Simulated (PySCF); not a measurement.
**A search over the determinants of BS⁺**

Unrestricted PBE0; B pcseg-1, S pcseg-1; no relativity (PySCF 2.14). Outer shells of the fragments: B+ 2s2; S 3s2 3p4.

Followed along the bond (rough minima from three points):

```
2Ms+1  unpaired  ⟨S²⟩ at the start  R at minimum (Å)  Te (eV)
    3  σ ↑, π ↑               2.01              1.71     0.00
    1  σ ↑, π ↓               1.03              1.72     0.12
    1      none               0.00              1.58     0.37
```

Solutions found at the starting distance of 1.900 Å, counted from the lowest of them; the search is not exhaustive and high or unbound solutions are not listed, so other states can lie among these:

```
2Ms+1    unpaired   term  E (eV)  ⟨S²⟩  ⟨Lz²⟩  μ (D)
    3    σ ↑, π ↑     ³Π    0.00  2.01   1.02  -3.15
    1    σ ↑, π ↓  mixed    0.11  1.03   1.01  -3.17
    1        none    ¹Σ⁺    1.36  0.00   0.00  -4.65
    3        π ↑↑    ³Σ⁻    1.65  2.01   0.00   0.39
    1        π ↑↓  mixed    2.10  1.01   2.02   0.42
    1        none  mixed    3.48  0.00   2.00   0.53
    3  σ ↑, π ↑↑↓  mixed    3.60  3.01   3.02  -0.35
    3        π ↑↑  mixed    3.63  2.09   2.01  -3.74
    3        σ ↑↑    ³Σ⁺    3.71  2.11   0.00  -2.77
    1  σ ↑, π ↑↓↓  mixed    4.57  2.02   3.02   0.20
```

A term symbol is given only where ⟨S²⟩ and ⟨Lz²⟩ are close to those of a pure state; real π, δ and φ orbitals otherwise mix terms. A positive dipole points towards S; it is taken about the centre of mass and depends on that origin.

Counting both spins, an empty level lies below a filled one in some of these solutions, because spin and occupation are held.
